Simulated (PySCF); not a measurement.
# H₃SO−, a complex of two parts: interaction energy

One table from this session's results is given with a row withheld; the runs are named, their logs left out.

Programs: PySCF 2.14.0. All values are calculated, for the isolated system unless a continuum is named. Atoms count from 0, parts from 1.

### The system as given

5 atoms, charge -1, multiplicity 1; geometry: GFN2-xTB. Parts: 1 = atoms 0–2, `O`, charge 0; 2 = atoms 3–4, `[SH-]`, charge -1.

Set-up of the first run:

The job: settings as JSON, then the geometry in Å.

```
{"job": {"xc": "PBE0", "basis": "def2-TZVPD", "d3": "d3bj", "grid": 3, "kind": "geom", "shake": 0.01}, "charge": -1, "multiplicity": 1, "parts": [{"atoms": "0-2", "charge": 0, "multiplicity": 1}, {"atoms": "3-4", "charge": -1, "multiplicity": 1}]}
O     -0.147913     0.373922     0.150859
H      0.785372     0.129099    -0.050616
H     -0.665910    -0.416516    -0.034788
S      2.563512    -0.669068    -0.563399
H      2.720932     0.357124    -1.388099
```

The run is started by

```console
> OMP_NUM_THREADS=1 python cluster_run.py task.json out
```

One launch serves the whole session: the jobs run in the order shown.

Among the steps run: Geometry optimisation at PBE0-D3(BJ)/def2-TZVPD; Coupled-cluster interaction energy: CCSD(T) and MP2, 2.20 Å; Coupled-cluster interaction energy: CCSD(T) and MP2, 2.31 Å; Coupled-cluster interaction energy: CCSD(T) and MP2, 2.42 Å; Coupled-cluster interaction energy: CCSD(T) and MP2, 2.09 Å; Coupled-cluster interaction energy: CCSD(T) and MP2, 2.75 Å; Coupled-cluster interaction energy: CCSD(T) and MP2, 1.98 Å; Coupled-cluster interaction energy: CCSD(T) and MP2, 3.30 Å; Coupled-cluster interaction energy: CCSD(T) and MP2, 4.41 Å.

One of the session's tables, all rows but one given; the rest of the session is left out.

It belongs to the step «Coupled-cluster interaction energy: CCSD(T) and MP2, 4.41 Å». 

```
                 method  interaction energy (kcal/mol)
         HF/aug-cc-pVDZ                          -5.26
        MP2/aug-cc-pVDZ                          -5.16
       CCSD/aug-cc-pVDZ                          -5.11
    CCSD(T)/aug-cc-pVDZ                          -5.11
         HF/aug-cc-pVQZ                          -5.22
        MP2/aug-cc-pVQZ                          -5.18
    SCS-MP2/aug-cc-pVQZ                          -5.13
      MP2, extrapolated                              ?
CCSD(T), limit estimate                          -5.15
```

Q: Estimate the row for MP2, extrapolated from the others.

As computed: interaction energy (kcal/mol): -5.20. In the column «interaction energy (kcal/mol)» it lies between HF/aug-cc-pVQZ (-5.22) and MP2/aug-cc-pVQZ (-5.18).
